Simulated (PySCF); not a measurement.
Point-charge models of `Fc1ncsn1` against its computed dipole.

Coordinates (PBE0-D3(BJ)/def2-SVP, Å) and charges (e) from the PBE0/pcSseg-1 density (PySCF):

```
atom       x       y       z  Mulliken      IAO  Hirshfeld  ESP-fitted
  F1   1.223  -1.952   0.082   -0.2157  -0.2265    -0.0536     -0.2407
  C2   0.671  -0.770   0.083   +0.6147  +0.4852    +0.1783     +0.8821
  N3  -0.667  -0.686   0.270   -0.3851  -0.3085    -0.1882     -0.5446
  C4  -0.989   0.574   0.233   -0.0577  -0.1487    +0.0137     +0.0487
  S5   0.373   1.590  -0.030   +0.3825  +0.4954    +0.1909     +0.1919
  N6   1.398   0.293  -0.092   -0.5043  -0.4853    -0.2198     -0.5241
  H7  -2.008   0.950   0.355   +0.1656  +0.1885    +0.0788     +0.1867
```

**Question.** Form Σ q r in debye for every column and set it beside the full dipole.

**Answer.** The full density gives (-2.00, 2.45, 0.13) D, 3.17 D in size; dipole vectors point from the negative to the positive end.

```json
{"scheme": "Mulliken", "μx": "-2.08", "μy": "3.83", "μz": "0.05", "size (D)": "4.35", "share of the full size (%)": "138", "angle to the full dipole (°)": "11"}
{"scheme": "IAO", "μx": "-2.26", "μy": "4.90", "μz": "0.00", "size (D)": "5.39", "share of the full size (%)": "170", "angle to the full dipole (°)": "15"}
{"scheme": "Hirshfeld", "μx": "-1.10", "μy": "2.01", "μz": "0.03", "size (D)": "2.29", "share of the full size (%)": "72", "angle to the full dipole (°)": "11"}
{"scheme": "ESP-fitted", "μx": "-2.03", "μy": "2.50", "μz": "0.13", "size (D)": "3.23", "share of the full size (%)": "102", "angle to the full dipole (°)": "0"}
```

**Question.** Which set comes closest?

**Answer.** Length of the difference vector: ESP-fitted 0.06 D, Hirshfeld 1.01 D, Mulliken 1.38 D, IAO 2.46 D. Closest: ESP-fitted. ESP charges are fitted to the potential around the molecule, whose slowest-falling term is the dipole's. 

**Question.** What is left for the Hirshfeld atoms' own dipoles?

**Answer.** The shares of the density sum to the whole, so what Σ q r misses lies in dipoles about the nuclei. The atomic dipoles sum to (-2.00, 2.45, 0.13) − (-1.10, 2.01, 0.03) = (-0.90, 0.44, 0.10) D, 1.01 D in size.

**Question.** With the origin at the mean of the coordinates, (0.000, 0.000, 0.129) Å, which are the largest single terms, by size, of the ESP-fitted dipole along the direction of the full one?

**Answer.** C2 -4.33, F1 +2.64, H7 +1.81, N6 +1.68, S5 +0.91 D; all 7 atoms together +3.23 D. The single terms depend on the origin, their sum doesn't.

**Question.** Give the size of the full dipole in other units.

**Answer.** 3.17 D = 1.246 au = 0.659 e·Å = 10.56 × 10⁻³⁰ C·m.

Isolated species at its PBE0-D3(BJ)/def2-SVP geometry, gas phase.

The run behind these numbers computed NMR shieldings as well. Time: 7.4 s. Hardware: x86-64 server, one thread, shared host.
